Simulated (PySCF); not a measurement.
An element was calculated at r2SCAN (PySCF 2.14, spin-free X2C, a triple-zeta basis, no spin-orbit coupling), in the ground configurations that NIST lists.

- first ionisation energy: 14.801 eV
- second ionisation energy: 30.122 eV
- third ionisation energy: 48.196 eV

**Question.** Which element is it?

**Answer.** Nitrogen (N, Z = 7), in aug-cc-pCVTZ-DK with one added diffuse shell each of s, p, d, f type. NIST lists 14.534, 29.601, 47.445 eV for these ionisation energies.
